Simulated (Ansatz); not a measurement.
`FC/N=C/Cl` + H₂ → `C/N=C/Cl` + H–F at 500 K and 1 bar (hydrogenolysis of a C–F bond).

Isolated molecules relaxed with PBE0-D4/def2-TZVP in Ansatz; ΔE leaves out vibrations. CBS: MP2 limit from def2 TZ/QZ plus the TZ coupled-cluster correction, frozen cores. This one scheme is used for every species. Double bonds are as drawn, so ΔE can hold a change between cis and trans. Each species was taken in one conformer, which may not be the lowest.

```json
{"species": "`FC/N=C/Cl`", "CCSD(T)/CBS energy (Eh)": "-692.14754", "H − E (kJ/mol)": "173.6", "S (J/(mol·K))": "356.8"}
{"species": "H₂", "CCSD(T)/CBS energy (Eh)": "-1.17544", "H − E (kJ/mol)": "41.0", "S (J/(mol·K))": "145.5"}
{"species": "`C/N=C/Cl`", "CCSD(T)/CBS energy (Eh)": "-592.96072", "H − E (kJ/mol)": "188.1", "S (J/(mol·K))": "335.8"}
{"species": "H–F", "CCSD(T)/CBS energy (Eh)": "-100.39570", "H − E (kJ/mol)": "39.4", "S (J/(mol·K))": "188.7"}
```

H − E and S are ideal-gas, rigid-rotor, harmonic terms from PBE0-D4/def2-TZVP, for one conformer and one mirror image of each species. The MP2-based limit puts H₂ 0.8 mEh under its directly extrapolated value; such offsets cancel only in part. 1 Eh = 2625.50 kJ/mol, R = 8.31446 J/(mol·K).

By hand: ΔE, ΔH, ΔS and ΔG.

ΔE = (-592.96072) + (-100.39570) − (-692.14754) − (-1.17544) = -0.03344 Eh = -87.8 kJ/mol. Δ(H − E) = 188.1 + 39.4 − 173.6 − 41.0 = 12.9, so ΔH = -74.9 kJ/mol. ΔS = 335.8 + 188.7 − 356.8 − 145.5 = 22.2 J/(mol·K). ΔG = -74.9 − 500 × (22.2)/1000 = -86.0 kJ/mol.

By hand: the equilibrium constant, and the temperature at which ΔG would vanish if ΔH and ΔS stayed fixed.

log₁₀ K = −ΔG/(RT ln 10) = 9.0. ΔH and −TΔS have one sign here, so there is no such temperature.

ΔH outweighs TΔS. A doubt of 5 kJ/mol in ΔE shifts log₁₀ K by 0.5 here. Other conformers and mirror images would add mixing entropy, several J/(mol·K) or more a flexible species. These are equilibria of isolated gas molecules and say nothing of rates. Largest T1 diagnostic: 0.012 (customary marks: 0.02 for closed shells, 0.045 for open ones).
